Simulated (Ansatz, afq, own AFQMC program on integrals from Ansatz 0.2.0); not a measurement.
## Where AFQMC and coupled cluster stand for SiNH₃, singlet

```xyz
5

Si    0.0000   -0.0859    0.6872
N     0.0000    0.0581   -1.1912
H     0.0000    1.4295    0.9132
H     0.0000    0.9139   -1.7239
H     0.0000   -0.7569   -1.7847
```

Connectivity, by distances: SiH–NH2.

Basis cc-pVDZ. Only valence electrons are correlated. AFQMC by an in-house program on the Cholesky factors that Ansatz 0.2.0 writes for its CCSD(T) run. The CISD trial takes its coefficients from CCSD amplitudes. Released means that phaseless walkers are propagated on without the constraint, phases kept. ± is one standard error of the sampling.

Determinant: RHF, the one that the program's search chose, which needn't be the lowest solution. The geometry is a point of a scan.

No full CI on the walks' own integrals is used here; CCSDT(Q) serves as the reference and is uncertain by about the last step of the cluster series.

Cautions: higher spins were not checked; raised T1 diagnostic (T1 0.023, weight of the determinant 0.86, largest double 0.08).

- T1 diagnostic: 0.0232
- weight of the determinant in the CISD state: 0.862
- size of the correlated space: 12 electrons in 41 orbitals

```json
{"level": "MP2", "correlation energy (eV)": "-7.1845"}
{"level": "CCSD", "correlation energy (eV)": "-8.0043"}
{"level": "CCSD(T)", "correlation energy (eV)": "-8.2513"}
```

Problem. Estimate where phaseless AFQMC with a CISD trial lies against CCSD(T) on the same integrals.

Solution. 2.5 ± 1.6 kJ/mol below CCSD(T). The gap is under twice the noise, so this walk alone can't tell the two apart.

Reference: CCSDT(Q), correlation energy -8.300 eV. The released energy is read at 2.40 1/Eh (meV from the phaseless value at times in 1/Eh: -10 ± 21 at 0.24, -10 ± 19 at 0.51, -4 ± 16 at 0.99, -41 ± 23 at 1.62, -16 ± 25 at 2.40).

```
         level  E − E(reference) (kJ/mol)  share of correlation (%)
       CCSD(T)                        4.7                     99.41
         CCSDT                        2.4                     99.70
 ph-AFQMC/CISD                  2.2 ± 1.6                     99.72
released AFQMC                  0.7 ± 2.4                     99.91
```

A walk keeps the symmetry of its determinant, which the program's search chose and which needn't be the lowest solution, so a lower state of the same spin and another symmetry isn't excluded. Released energies are given only where the last usable release times agree within the noise; a slower fall can still hide under it.
